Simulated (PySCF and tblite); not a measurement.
Values are calculated unless marked as measured or tabulated.
Methane, chlorotrifluoro-, CClF₃, numbered as in [F:1][C:2]([F:3])([F:4])[Cl:5].

Classical Langevin dynamics with GFN2-xTB (tblite), gas phase: time step 1.5 fs, H mass 4 u, friction 0.005 fs⁻¹, 400 steps to settle and 8000 to sample, one trajectory a temperature from the lowest conformer.

GIAO shieldings at PBE0/pcSseg-1 (PySCF) on 20 frames a temperature; like atoms are averaged, and of two unlike H on one atom a is the less shielded at the minimum.

How far do thermal motions move the shieldings from their values at the minimum?


```tsv
signal	σ at minimum (ppm)	Δσ, 300 K	Δσ, 600 K	Δσ, 900 K
F1/F3/F4	207.2	-3.4 ± 1.7	-9.5 ± 2.8	-14.0 ± 3.9
C2	46.6	0.4 ± 0.7	-1.1 ± 1.3	-1.9 ± 1.6
Cl5	581.9	7.2 ± 10.5	-27.3 ± 16.0	-31.7 ± 18.5
```

Errors are standard errors over frames. Zero-point motion is missing, and a reference compound would move too.

What do the single frames at 300 K give for F1/F3/F4?


```
t (fs)  V above the minimum, tight binding (kcal/mol)  E above it, DFT (kcal/mol)  torsions (°)  σ (ppm)
   900                                            5.5                         6.2          none    206.3
  1500                                            2.5                         4.0          none    195.8
  2100                                            1.6                         1.8          none    210.9
  2700                                            2.1                         3.4          none    200.2
  3300                                            2.1                         2.8          none    204.2
  3900                                            5.8                         7.9          none    187.1
  4500                                            0.9                         1.0          none    209.9
  5100                                            3.3                         3.5          none    204.4
  5700                                            2.6                         3.2          none    195.4
  6300                                            3.2                         3.7          none    202.7
  6900                                            4.5                         5.3          none    212.3
  7500                                            4.4                         5.6          none    213.9
  8100                                            1.5                         2.0          none    198.3
  8700                                            2.6                         4.3          none    197.4
  9300                                            0.8                         1.2          none    204.7
  9900                                            3.3                         4.6          none    211.1
 10500                                            2.1                         2.0          none    207.0
 11100                                            3.1                         3.5          none    215.0
 11700                                            4.8                         7.4          none    193.1
 12300                                            2.9                         3.2          none    205.3
```

Changes within two standard errors are not significant.

The study took 3.9 min on 1 thread of INTEL XEON PLATINUM 8581C @ 2.30GHz (shared host) (rough), peak memory 0.41 GiB, launched as `OMP_NUM_THREADS=1 python ens_run.py task.json out`.
